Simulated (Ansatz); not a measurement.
`C=NC(C)(F)F` and `CC(C)(F)F` differ in one atom or group.

Ansatz, PBE0-D4/def2-TZVP geometries, multiplicity 1. Each molecule was computed in one conformer, which needn't be the lowest.

```tsv
property	`C=NC(C)(F)F`
size of the dipole moment (ωB97M-V/def2-TZVPP) / D	2.32
HOMO–LUMO gap (ωB97M-V/def2-TZVPP) / eV	11.85
size of the dipole moment (PBE/def2-TZVPP) / D	2.13
HOMO–LUMO gap (PBE/def2-TZVPP) / eV	4.50
LUMO energy (ωB97M-V/def2-TZVPP) / eV	1.21
HOMO energy (B3LYP/def2-TZVPP) / eV	-8.02
```

Q: Give the same properties after the change, and the shifts. (Best estimate.)

A: The calculation gave: 
| property | `CC(C)(F)F` | shift |
| --- | --- | --- |
| size of the dipole moment (ωB97M-V/def2-TZVPP) / D | 2.32 | 0.00 |
| HOMO–LUMO gap (ωB97M-V/def2-TZVPP) / eV | 14.48 | 2.63 |
| size of the dipole moment (PBE/def2-TZVPP) / D | 2.18 | 0.05 |
| HOMO–LUMO gap (PBE/def2-TZVPP) / eV | 8.17 | 3.67 |
| LUMO energy (ωB97M-V/def2-TZVPP) / eV | 2.60 | 1.39 |
| HOMO energy (B3LYP/def2-TZVPP) / eV | -9.25 | -1.23 |

With PBE0 the HOMO falls by 1.23 eV and the LUMO rises by 2.25 eV, so the gap widens by about 3.48 eV. PBE moves the HOMO by -1.07 eV and ωB97M-V by -1.23 eV. Dipoles are sizes alone; their direction can turn.

B3LYP here is the variant with VWN-RPA as its local correlation; programs differ in this.
